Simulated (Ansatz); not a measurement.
Cost and result for the atomization energy of C$_{4}$H$_{4}$O$_{2}$, SMILES `C#CCC(=O)O` (10 atoms, 9 bonds).

Cartesian coordinates in Å:
```
C 1.5088 -1.6312 0.7697
C 0.5067 -1.0109 0.5519
C -0.7225 -0.2863 0.3029
C -0.6307 0.9665 -0.5436
O -1.5995 1.5766 -0.9010
O 0.6194 1.3289 -0.8368
H 2.4046 -2.1742 0.9579
H -1.4605 -0.9300 -0.1844
H -1.1813 0.0230 1.2483
H 0.5549 2.1377 -1.3649
```

The species carries charge 0 and has multiplicity 1. The geometry is a stationary point of PBE0-D4/def2-TZVP. It is one conformer, not always the lowest. Program: Ansatz. All runs use 4 threads of a server CPU on a shared host. Times are those of one run each, without the atoms' runs, and a repeat can differ threefold. Electronic energies, without spin–orbit coupling; frozen cores. CCSD(T)/CBS adds CCSD(T) − MP2 in def2-TZVPP to the MP2 limit, and its time is that of the two runs behind it. T1 = 0.015. B3LYP takes the VWN-RPA correlation (the form of Gaussian; ORCA's B3LYP/G).

CCSD(T)/CBS is a level of theory with its own doubt, some kJ/mol a heavy atom from the limit and from the frozen cores, so smaller differences don't rank the functionals.

```json
{"level": "PBE-D4/def2-TZVPP (with forces)", "functions": "242", "wall time": "8.5 s"}
{"level": "PBE0-D4/def2-TZVPP", "functions": "242", "wall time": "8.5 s"}
{"level": "r2SCAN-D4/def2-TZVPP (with forces)", "functions": "242", "wall time": "11 s"}
{"level": "B3LYP-D4/def2-TZVPP (with forces)", "functions": "242", "wall time": "12 s"}
{"level": "ωB97X-V/def2-TZVPP", "functions": "242", "wall time": "15 s"}
{"level": "B2PLYP/def2-TZVPP", "functions": "242", "wall time": "17 s"}
{"level": "ωB97M-V/def2-TZVPP (with forces)", "functions": "242", "wall time": "20 s"}
{"level": "MP2/def2-QZVPP", "functions": "462", "wall time": "71 s"}
{"level": "CCSD(T)/def2-TZVPP", "functions": "242", "wall time": "3.5 min"}
{"level": "CCSD(T)/CBS(def2)", "functions": "–", "wall time": "4.7 min"}
```

Task: What atomization energy does each give, and how far from CCSD(T)/CBS? (An estimate is asked.)

Result: Ansatz gave: 
| level | atomization (kcal/mol) | difference from CCSD(T)/CBS | per bond |
| --- | --- | --- | --- |
| PBE-D4/def2-TZVPP (with forces) | 1130.1 | 47.8 | 5.3 |
| PBE0-D4/def2-TZVPP | 1094.3 | 12.0 | 1.3 |
| r2SCAN-D4/def2-TZVPP (with forces) | 1090.2 | 7.9 | 0.9 |
| B3LYP-D4/def2-TZVPP (with forces) | 1083.0 | 0.7 | 0.1 |
| ωB97X-V/def2-TZVPP | 1083.5 | 1.2 | 0.1 |
| B2PLYP/def2-TZVPP | 1076.3 | -6.0 | -0.7 |
| ωB97M-V/def2-TZVPP (with forces) | 1088.0 | 5.7 | 0.6 |
| MP2/def2-QZVPP | 1108.5 | 26.2 | 2.9 |
| CCSD(T)/def2-TZVPP | 1052.6 | -29.7 | -3.3 |
| CCSD(T)/CBS(def2) | 1082.3 | 0.0 | 0.0 |

The D4 term adds +6.9 kcal/mol with B3LYP and +3.6 kcal/mol with PBE0; it sums over pairs of atoms, weighted by their polarisabilities, and B3LYP, whose exchange is more repulsive, gets the larger term. In def2-TZVPP, CCSD(T) changes the Hartree–Fock value by +297.6 kcal/mol (the triples alone add +23.2 kcal/mol) and MP2 by +336.0 kcal/mol; breaking electron pairs costs correlation energy, which Hartree–Fock lacks. From PBE to PBE0 (25 % exact exchange), in def2-TZVPP and without D4, the atomization energy moves by −35.1 kcal/mol: exact exchange takes away binding that semilocal exchange gives to molecules.
